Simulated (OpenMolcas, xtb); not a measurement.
How methods differ on B2NH5 (SMILES BNB)

The species is B2NH5 (8 atoms), meant as a singlet with charge 0. SMILES: `BNB`. The coordinates come from a PBE0-D4/def2-TZVP relaxation.

Each level gives the dipole moment (D). The values are calculated.

```csv
level,kind,program,value (D)
GFN0-xTB,semi-empirical,xtb,1.32
HF/aug-cc-pVDZ,Hartree–Fock,OpenMolcas,1.13
SVWN5/aug-cc-pVDZ,LDA,OpenMolcas,1.30
revPBE/aug-cc-pVDZ,GGA,OpenMolcas,1.27
TPSS/aug-cc-pVDZ,meta-GGA,OpenMolcas,1.25
PBE0/aug-cc-pVDZ,global hybrid,OpenMolcas,1.23
```

The values span 1.13 to 1.32 D. Magnitudes only.
